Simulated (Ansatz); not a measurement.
Ansatz (a first-principles code) input (CCSD(T)/aug-cc-pV(D+d)Z):
A basis named .json is the Basis Set Exchange file of that set.

Ansatz 0.2 input:
```yaml
crystal:
  periodic: [false, false, false]
  atoms:
    - {symbol: C, position_ang: [0.01118773, 0.75889942, -0.01238914]}
    - {symbol: C, position_ang: [1.30488840, 1.02329449, 0.00343307]}
    - {symbol: Cl, position_ang: [-0.63700773, -0.85323169, 0.00417952]}
    - {symbol: H, position_ang: [-0.75905041, 1.51625302, -0.03695357]}
    - {symbol: H, position_ang: [2.05291747, 0.24314247, 0.02802818]}
    - {symbol: H, position_ang: [1.63880765, 2.05237986, -0.00839007]}
basis:
  gaussian:
    orbitals: aug-cc-pV_D+d_Z.json
magnetization: {spin_polarized: false}
correlation: {method: ccsd_t, electrons: outside_noble_gas}
output: {forces: true}
```

Output:

```
Functional definition: HF
integrals: 0.15 GiB planned
1029 factors; integrals over basis functions are off by at most 6.5e-4 eV
mean field: 0.30 GiB planned
mean field evaluation 1: about -14609.8327 eV, gradient 2.5e1 eV
mean field evaluation 2: about -14609.8333 eV, gradient 2.5e1 eV
mean field evaluation 4: about -14611.6657 eV, gradient 2.6e0 eV
mean field evaluation 8: about -14611.7020 eV, gradient 6.3e-4 eV
mean field evaluation 16: about -14611.7007 eV, gradient 2.8e-1 eV
mean field -14611.70204744 eV, -536.9701460759 hartree, gradient 2.1e-6 eV, S^2 0.000000; 0 other end points of the search recorded, 0 dependent functions left out
7 core orbitals not correlated
reference -14611.70204744 eV, -536.9701460759 hartree; 9, 9 occupied and 89, 89 virtual orbitals, 1029 factors
densities: 0.63 GiB planned
second order -11.66401476 eV of doubles, -0.00000000 eV of singles
coupled cluster: 0.42 GiB planned
cycle   1  -12.23029602 eV  change   -5.7e-1 eV  update   7.6e-2
cycle   2  -12.55232189 eV  change   -3.2e-1 eV  update   2.5e-2
cycle   3  -12.61629693 eV  change   -6.4e-2 eV  update   1.1e-2
cycle   4  -12.61549015 eV  change    8.1e-4 eV  update   3.1e-3
cycle   5  -12.61621341 eV  change   -7.2e-4 eV  update   1.1e-3
cycle   6  -12.61623942 eV  change   -2.6e-5 eV  update   2.6e-4
cycle   7  -12.61623635 eV  change    3.1e-6 eV  update   7.5e-5
cycle   8  -12.61625188 eV  change   -1.6e-5 eV  update   2.6e-5
cycle   9  -12.61624840 eV  change    3.5e-6 eV  update   1.1e-5
cycle  10  -12.61624194 eV  change    6.5e-6 eV  update   4.9e-6
perturbative correction -0.47149883 eV, -0.0173272624 hartree
the calculation of the forces begins
Total energy: -14624.78978820 eV, -537.4511116778 hartree
Atom 0 at     0.011188     0.758899    -0.012389 Å, force    -1.319963    -0.404969    -0.013905 eV/Å
Atom 1 at     1.304888     1.023294     0.003433 Å, force     1.289877     0.222508     0.016456 eV/Å
Atom 2 at    -0.637008    -0.853232     0.004180 Å, force    -0.088980    -0.297015     0.003528 eV/Å
Atom 3 at    -0.759050     1.516253    -0.036954 Å, force    -0.370140     0.375729    -0.012000 eV/Å
Atom 4 at     2.052917     0.243142     0.028028 Å, force     0.349719    -0.375825     0.011682 eV/Å
Atom 5 at     1.638808     2.052380    -0.008390 Å, force     0.139487     0.479572    -0.005762 eV/Å
Dipole moment:     0.132207     0.276382    -0.002511 e Å
```
